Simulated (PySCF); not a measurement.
# Computed NMR parameters against published values

Cartesian coordinates in Å; atom numbers follow the order of the lines, from 1:
```xyz
6

N    -0.671   -0.062    0.131
C     0.647    0.045   -0.142
O     1.363   -0.872   -0.459
H    -1.113   -0.964    0.073
H    -1.216    0.739    0.394
H     1.015    1.084   -0.042
```

Published values to compare with: δ $^{13}$C C2 159.6; δ $^{15}$N N1 -282.0; δ $^{17}$O O3 393.7 ppm (CCSD(T)/cc-pVQZ; gas (isolated, no vibration); M. Maurer, PhD thesis, LMU Munich (Maurer, Ochsenfeld, JCTC 2015 SI; set of Flaig et al., JCTC 2014, 10, 572)). Coupling constants: $^{1}J$(C2,H6) 193.1 Hz, $^{2}J$(H4,H5) 2.6 Hz, $^{2}J$(N1,H6) -14.2 Hz, $^{1}J$(C2,H6) 188.3 Hz.

Method: PBE0-D3(BJ)/def2-TZVP geometry, NMR shieldings at B97-2/pcSseg-2/GIAO, spin–spin couplings from B3LYP/pcJ-2, in PySCF (a single conformation, non-relativistic, in vacuum).

Question: Set the calculated values beside the experiment.

Answer: 
Reference values: CCSD(T)/cc-pVQZ (gas (isolated, no vibration); M. Maurer, PhD thesis, LMU Munich (Maurer, Ochsenfeld, JCTC 2015 SI; set of Flaig et al., JCTC 2014, 10, 572)).
```tsv
atoms	quantity	reference	computed	computed, scaled
C2	δ $^{13}$C	159.6	162.7	155.0
N1	δ $^{15}$N vs CH3NO2 (same level)	-282.0	–	-285.2
O3	δ $^{17}$O vs H2O (same level)	393.7	410.2	–
```

Computed shifts are σ(ref) − σ with the named reference compound (TMS for H and C) calculated as an isolated molecule at the same level. The measured values may be among those fitted. Empirical linear scaling, fitted to shifts measured mostly in CDCl3 for H and C (δ vs TMS): $^{13}$C: δ = 176.83 − 0.965σ (rms 2.0 ppm, 507 shifts, 2.1 ppm with the 1 outlier that the fit left out); $^{15}$N: δ = -149.27 − 0.914σ (rms 6.8 ppm, 34 shifts vs CH3NO2, solution or neat liquid); $^{17}$O: δ = 275.01 − 0.945σ (rms 12.8 ppm, 79 shifts vs liquid water, solution or neat liquid). Occasional misses reach two or three times the rms, and more in compound classes unlike the fitted ones.

Coupling constants in Hz:
```tsv
coupling	reference	computed	source
$^{1}J$(C2,H6)	193.1	195.2	measured; Jessen and Sauer, arXiv:2312.00705
$^{2}J$(H4,H5)	2.6	7.6	measured; Jessen and Sauer, arXiv:2312.00705
$^{2}J$(N1,H6)	-14.2	-22.6	measured; Jessen and Sauer, arXiv:2312.00705
$^{1}J$(C2,H6)	188.3	195.2	measured; liquid or solution (compiled); San Fabian, Garcia de la Vega, Suardiaz et al., Magn. Reson. Chem. 2013, 51, 775 (SI)
```

7 of the 12 published NMR values on file for this molecule are compared. The rest: other calculations.

Hydrogen bonding in solution deshields acid and N–H amide carbonyl carbons by as much as 10 ppm beyond these values.
